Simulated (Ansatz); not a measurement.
## How far each method lies from UCCSDT(Q) for [H···H···CH₃], doublet

Geometry: a point of a hydrogen-transfer path between rigid fragments, not a stationary point.

```yaml
atoms:
  - { symbol: H, position_ang: [-2.1175, 0.0000, 0.0000] }
  - { symbol: H, position_ang: [-0.8885, 0.0000, 0.0000] }
  - { symbol: C, position_ang: [0.2015, 0.0000, 0.0000] }
  - { symbol: H, position_ang: [0.2015, -1.0800, 0.0000] }
  - { symbol: H, position_ang: [0.2015, 0.5400, 0.9353] }
  - { symbol: H, position_ang: [0.2015, 0.5400, -0.9353] }
```

Basis cc-pVDZ; Ansatz 0.2.0. Correlated methods freeze the noble-gas cores, which leaves 9 electrons in 38 orbitals. Prefix R: restricted or restricted open-shell reference; prefix U: unrestricted. Active spaces: pair = (3e, 3o) about the gap; valence = (9e, 9o) chosen from the atoms' valence shells.

Full CI isn't at hand for all of this; UCCSDT(Q) serves as the reference, and is uncertain by about the last step of the cluster series. The frozen core follows each run's orbitals, which can shift R against U totals by a few meV.

For open shells CISD is restricted-active-space CI with the open shells as a complete middle space.

```
UHF ⟨S²⟩                          : 0.764
T1 diagnostic (RCCSD)             : 0.0199
largest doubles amplitude (RCCSD) : 0.039
T1 diagnostic (UCCSD)             : 0.0104
```

| level | E − E(UCCSDT(Q)) (kcal/mol) | share of correlation (%) | wall time |
| --- | --- | --- | --- |
| RHF | 128.17 | 0.00 | – |
| UHF | 126.06 | 1.65 | – |
| RMP2 | 18.83 | 85.31 | – |
| UMP2 | 18.80 | 85.33 | – |
| CISD | 9.47 | 92.61 | 0.66 s |
| RCCSD | 3.30 | 97.42 | – |
| UCCSD | 3.25 | 97.46 | – |
| RCCSD(T) | 0.43 | 99.66 | 1.3 s |
| UCCSD(T) | 0.43 | 99.66 | 1.1 s |
| BCCD(T) | 0.43 | 99.66 | 0.6 s |
| RCCSDT | 0.13 | 99.90 | – |
| UCCSDT | 0.13 | 99.90 | – |
| RCCSDT(Q) | 0.00 | 100.00 | 9.5 s |
| CASSCF (pair space) | 116.88 | 8.81 | – |
| NEVPT2 (pair space) | 18.04 | 85.93 | 0.21 s |
| MRCISD (pair space) | 8.04 | 93.73 | – |
| MRCISD+Q (pair space) | 0.82 | 99.36 | 0.33 s |
| CASSCF (valence space) | 74.38 | 41.96 | – |
| NEVPT2 (valence space) | 18.14 | 85.85 | 1.6 s |
| NEVPT4(SD) (valence space) | 2.02 | 98.42 | 2.7 s |
| MRCISD (valence space) | 3.25 | 97.46 | – |
| MRCISD+Q (valence space) | 0.22 | 99.83 | 3.1 s |

The correlation energy at UCCSDT(Q), counted from RHF, is -5.558 eV. That run took 8.5 s on 1 thread of Intel Xeon 6975P-C, shared host.

Times hold each run's SCF and search for its determinant on a shared host, so for small cases they say little of a method's own cost; they ran on 1 thread of Intel Xeon 6975P-C.

Natural occupations of CASSCF (valence space) about the gap: 1.985 1.979 1.979 1.971 1.001 0.029 0.019 0.019 0.018; effectively unpaired electrons, Σ n²(2−n)², 1.01.
